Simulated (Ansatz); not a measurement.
C2H5NO can be A, `CC(=N)O`, or B, `CC(N)=O`.

Program: Ansatz. Geometries: PBE0-D4/def2-TZVP. ΔE: electronic, gas phase. CBS: MP2 limit from def2 TZ/QZ plus the TZ coupled-cluster correction, frozen cores. Functionals use def2-TZVPP. One conformer a species, not always the lowest.

Problem. Which isomer does CCSD(T)/CBS put lower? Give the gap. (Best estimate.)

Solution. The calculation gave: B, by 10.2 kcal/mol.

Problem. Give E(B) − E(A) in kcal/mol with r2SCAN-D4, CCSD(T)/def2-TZVPP, ωB97M-V, B2PLYP, HF/def2-TZVPP, BLYP-D4, CCSD/def2-TZVPP. (Best estimate.)

Solution. Computed: r2SCAN-D4 -12.2, CCSD(T)/def2-TZVPP -10.0, ωB97M-V -11.2, B2PLYP -11.8, HF/def2-TZVPP -12.4, BLYP-D4 -12.2, CCSD/def2-TZVPP -10.2. None reverses the order clearly.

Problem. Does the order hold for the free energy at 298.15 K (harmonic terms from PBE0-D4)? (An estimate is asked.)

Solution. The calculation gave: Yes: G(B) − G(A) = -11.9 kcal/mol, for one conformer each. Modes under 60 cm⁻¹, often nearly free rotors, make the harmonic entropy too high.

Largest T1 diagnostic: 0.014.

Leaving LDA and LC-ωPBE aside and taking each functional with its dispersion term where it has one, the values, not all of them listed here, spread over 1.0 kcal/mol, from BHLYP-D4 to ωB97M-V. At CCSD(T), def2-SVP lies −1.2 kcal/mol from the extrapolated value and def2-TZVPP +0.2 kcal/mol.
